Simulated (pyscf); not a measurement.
This saddle point was located with ωB97X-D3(BJ)/def2-SVP in PySCF.

```
Ta
O 1 1.6992
N 1 2.0412 2 105.55
H 3 1.0203 1 119.86 2 -23.69
H 3 1.0207 4 108.79 1 146.17
H 3 1.7178 4 106.69 5 119.66
Cl 6 1.3499 3 141.16 4 122.88
Cl 1 2.2996 2 104.02 3 -104.21
Cl 1 2.3265 2 114.23 3 148.61
```

Surface: singlet, charge 0. Lowest wavenumbers (cm⁻¹): 189i, 74, 109, 128, 142.

Q: Name the species on either side of this saddle.

A: O=Ta(Cl)(Cl)–Cl + ammonia (NH₃) ⇌ H₂N–Ta(=O)(Cl)–Cl + hydrogen chloride (HCl), a four-centre exchange read from left to right: Cl–Ta, H–N broken and N–Ta, Cl–H formed. At ωB97M-D3(BJ)/def2-TZVP it lies +0.72 eV from the left side and +0.25 eV from the right (each side as separated species at their lowest minima found). On the reactant side the descent ends in an adduct with a N–Ta contact (not fully relaxed), 1.27 eV under the separated species and 1.94 eV under the saddle at ωB97X-D3(BJ)/def2-TZVP. What is counted as formed (N–Ta) is already present as a longer contact in the reactant adduct; forming that adduct is a step of its own. One saddle was located; it need not be the lowest between these sides. Elements past Kr carry the def2 core potentials, without spin-orbit coupling.
